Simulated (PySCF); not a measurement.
# From computed data to an observable: oscillator strength and radiative lifetime

difluoromethane (CH₂F₂), SMILES FCF.

Coordinates come from a TPSSh-D3(BJ)/def2-TZVP optimisation.

TDA-B3LYP/def2-SVPD run with PySCF 2.14.0 puts the first singlet state with f over 0.02 at 9.20 eV (vertical), with the transition dipole (0.000, -0.363, 0.000) in atomic units.

Q: Find the oscillator strength, the wavelength and the radiative lifetime that this transition would have in vacuum if emission retraced absorption.

A: 
|μ|² = 0.1318 au, so |μ| = 0.92 D. ΔE = 9.20/27.211 = 0.3381 hartree. f = (2/3) ΔE |μ|² = 0.030 (the program prints 0.030).
λ = 1239.84/9.20 = 135 nm; ν = 74203 cm⁻¹.
Einstein's coefficient A = 0.6670 ν² f s⁻¹ (ν in cm⁻¹) = 1.1e8 s⁻¹, so τ = 1/A = 9.2 ns. This state is S1. The figure is the radiative limit of this one transition; relaxation, internal conversion, crossing to triplets and a medium change what is measured.
